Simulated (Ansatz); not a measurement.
**H3O+ (oxonium) at BCCD(T)/6-31G**

Aim: the energy change on altering one bond length of H3O+ (oxonium) at BCCD(T)/6-31G, from 2 runs. 

Program for the calculation: Ansatz 0.2.0.

## (1) The molecule

H3O+: 4 atoms, total charge +1, spin state singlet. As SMILES, `[OH3+]`. The shape is that of a PBE0-D4/def2-TZVP optimisation.

Bond lengths: O1–H2 0.978 Å, O1–H3 0.978 Å, O1–H4 0.978 Å. Angles: H2–O1–H3 113.0°, H2–O1–H4 113.0°, H3–O1–H4 113.0°.

## (2) A single-point energy at BCCD(T)/6-31G

input.yaml

```yaml
crystal:
  periodic: [false, false, false]
  atoms:
    - symbol: O
      position_ang: [0.181970, -0.056700, -0.052760]
    - symbol: H
      position_ang: [0.219060, 0.918440, 0.015140]
    - symbol: H
      position_ang: [-0.408890, -0.368290, -0.767380]
    - symbol: H
      position_ang: [0.007860, -0.493450, 0.805020]
basis:
  gaussian: {orbitals: 6-31G}
accuracy: high
scf: {omitted_lower_state_checks: [cluster_reference, increment]}
total_charge: 1
correlation: {method: bccd_t, frozen_orbitals: {H: 0, O: 1}}
```

Run with:

```bash
ansatz run input.yaml --threads 1 --pin off --max-ram 3480MiB --events-out events.jsonl --progress --plain --runs-dir runs
```

The log of the run (excerpt; [...] marks lines left out):

```text
Warning: RAYON_NUM_THREADS=1 ignored (pool sized by the plan → 1); use --threads N
Functional definition: HF
  name "HF"
[...]
282 factors; integrals over basis functions are off by at most 3.3e-9 eV
[...]
mean field -2075.37207305 eV, -76.2685169468 hartree, gradient 8.2e-9 eV, S^2 0.000000; 0 other end points of the search recorded, 0 dependent functions left out
1 core orbitals not correlated: weight in the atoms' cores, before any rotation towards them, 1.000 or more for the frozen orbitals, at most 0.000 for the correlated occupied ones
reference -2075.37207305 eV, -76.2685169468 hartree; 4, 4 occupied and 10, 10 virtual orbitals, 282 factors
second order -3.51553674 eV of doubles, -0.00000000 eV of singles
cycle   1  -3.60931658 eV  change   -9.4e-2 eV  update   3.5e-2
[...]
cycle  16  -3.72772368 eV  change   4.0e-10 eV  update  7.0e-10
perturbative correction -0.03159283 eV, -0.0011610152 hartree
Total energy: -2079.13138956 eV, -76.4066692804 hartree
Checks for a lower state left out: cluster_reference, increment
```

Run time: 0.1 s. Hardware: 1 thread of Arm Neoverse V2, shared host.

## (3) The distorted shape

job.yaml

```yaml
crystal:
  periodic: [false, false, false]
  atoms:
    - {symbol: O, position_ang: [0.225491, 0.052472, -0.267175]}
    - {symbol: H, position_ang: [0.262581, 1.027612, -0.199275]}
    - {symbol: H, position_ang: [-0.365369, -0.259118, -0.981795]}
    - {symbol: H, position_ang: [0.007860, -0.493450, 0.805020]}
basis:
  gaussian:
    orbitals: 6-31G
total_charge: 1
correlation:
  method: bccd_t
  frozen_orbitals: {H: 0, O: 1}
accuracy: high
scf:
  omitted_lower_state_checks: [cluster_reference, increment]
```

Run with:

```bash
ansatz run job.yaml --threads 1 --pin off --max-ram 3480MiB --events-out events.jsonl --progress --plain --runs-dir runs
```

The log of the run (excerpt; [...] marks lines left out):

```text
Warning: RAYON_NUM_THREADS=1 ignored (pool sized by the plan → 1); use --threads N
[... 2 set-up lines as earlier in the session ...]
[...]
283 factors; integrals over basis functions are off by at most 3.6e-9 eV
[...]
mean field -2074.41988444 eV, -76.2335246608 hartree, gradient 1.5e-8 eV, S^2 0.000000; 0 other end points of the search recorded, 0 dependent functions left out
1 core orbitals not correlated: weight in the atoms' cores, before any rotation towards them, 1.000 or more for the frozen orbitals, at most 0.000 for the correlated occupied ones
reference -2074.41988444 eV, -76.2335246608 hartree; 4, 4 occupied and 10, 10 virtual orbitals, 283 factors
second order -3.73381365 eV of doubles, -0.00000000 eV of singles
cycle   1  -3.79250196 eV  change   -5.9e-2 eV  update   4.2e-2
[...]
cycle  20  -3.94139595 eV  change   4.3e-10 eV  update  1.1e-10
perturbative correction -0.04162030 eV, -0.0015295180 hartree
Total energy: -2078.40290070 eV, -76.3798978085 hartree
Checks for a lower state left out: cluster_reference, increment
```

Wall time 0.12 s (1 thread of Arm Neoverse V2, shared host).

## (4) Outcome

At BCCD(T)/6-31G, 1 core orbital frozen:

```
                                                         quantity         value
                                        first shape: total energy  -76.40667 Eh
          first shape: correlation energy (1 core orbital frozen)    -138.2 mEh
                                      first shape: (T) correction     -1.16 mEh
                                    distorted shape: total energy  -76.37990 Eh
      distorted shape: correlation energy (1 core orbital frozen)    -146.4 mEh
                                  distorted shape: (T) correction     -1.53 mEh
energy change with the O1–H4 bond stretched from 0.978 to 1.223 Å      0.728 eV
```

In words: With the O1–H4 bond stretched from 0.978 to 1.223 Å the energy rises by 0.73 eV (70.3 kJ/mol). The first shape isn't relaxed at this level, so the change isn't measured from a minimum. The triples (first shape) make up 0.8 % of the correlation energy. The triples (distorted shape) make up 1.0 % of the correlation energy.
